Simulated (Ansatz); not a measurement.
# Active spaces for C3H5 (charge +1), singlet

Computed with Ansatz's Gaussian-basis code (development build); NEVPT3, NEVPT4(SD), MRCISD by development code. Basis aug-cc-pVTZ, nonrelativistic, 3 orbitals frozen in the corrections. State-specific CASSCF; RHF is the lowest restricted (open-shell) Hartree–Fock solution met. No symmetry is imposed, so a solution can break that of the shape. No proof that the lowest CASSCF solution was found.

Geometry:

```xyz
8

C    -0.0538    0.4994    0.0133
C     0.0041   -0.1830   -1.1876
C     0.0425   -0.2415    1.1766
H    -0.1707    1.5777    0.0419
H     0.7774    0.0197   -1.9248
H    -0.7283   -0.9495   -1.4332
H     0.0050    0.2255    2.1578
H     0.1597   -1.3230    1.1447
```

**Question.** What do CASSCF and its corrections give against RHF in CAS(2,3), and what are the occupations?

**Answer.** CASSCF -0.813 eV, SC-NEVPT2 -12.651 eV, FIC-NEVPT2 -12.660 eV, NEVPT3 -13.403 eV, NEVPT4(SD) -13.829 eV, MRCISD -12.238 eV; occupations 1.90, 0.08, 0.02. The MRCI reference weight is 0.887.

**Question.** How do single-reference totals in the same basis and frozen core stand against SC-NEVPT2 in CAS(2,3)?

**Answer.** CCSD(T) -1.375 eV. Coupled cluster stands on the determinant that it favours, which can lie over the RHF solution above, and is in doubt where the occupations are far from 0, 1 and 2.

**Question.** Roughly how much CPU time does a whole run from the default start take (median of such runs, summed over threads; nearly all runs on one pinned thread of a shared server, mostly Xeon at 2.3 to 2.6 GHz, by a development driver)?

**Answer.** CAS(2,3): about 57 s. Other jobs ran beside these, and the count of passes differs.
